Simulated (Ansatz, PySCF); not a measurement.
ethylene (C2H4), SMILES C=C. Atoms are numbered in the order given.

```xyz
6

C      0.0000     0.0000    -0.6623
C      0.0000     0.0000     0.6623
H      0.0000    -0.9214    -1.2320
H      0.0000     0.9214    -1.2320
H      0.0000     0.9214     1.2320
H      0.0000    -0.9214     1.2320
```
Charge 0, spin multiplicity 1.

Geometry optimised at B3LYP-D3(BJ)/def2-TZVP.

Two levels are set side by side: PBE-D3(BJ)/def2-TZVP (Ansatz, a quantum-chemistry and plane-wave program) and B3LYP-D3(BJ)/def2-TZVP (PySCF). Each level has its own optimised geometry; the coordinates shown are those of the second. Frequencies come from the Hessian of PySCF at each geometry. Differences are taken from unrounded values.

```tsv
quantity	B3LYP-D3(BJ)
mean bond length (Å)	1.132
bond C1–C2 (Å)	1.325
bond C1–H3 (Å)	1.083
bond C1–H4 (Å)	1.083
bond C2–H5 (Å)	1.083
bond C2–H6 (Å)	1.083
highest harmonic wavenumber (cm⁻¹)	3228
mean harmonic wavenumber (cm⁻¹)	1864
zero-point energy (kcal/mol)	31.98
```

Question: What does PBE-D3(BJ) give, and how far is it from B3LYP-D3(BJ)? (The exact figures need the calculation; the answer reports its results.)

Answer: 
```csv
quantity,PBE-D3(BJ),PBE-D3(BJ) minus B3LYP-D3(BJ)
mean bond length (Å),1.140,0.008
bond C1–C2 (Å),1.333,0.008
bond C1–H3 (Å),1.092,0.009
bond C1–H4 (Å),1.092,0.009
bond C2–H5 (Å),1.092,0.009
bond C2–H6 (Å),1.092,0.009
highest harmonic wavenumber (cm⁻¹),3164,-64
mean harmonic wavenumber (cm⁻¹),1813,-51
zero-point energy (kcal/mol),31.10,-0.87
```

GGA bonds tend to be longer and softer than those of functionals with exact exchange. Differences between two approximate levels are no errors against the true value.
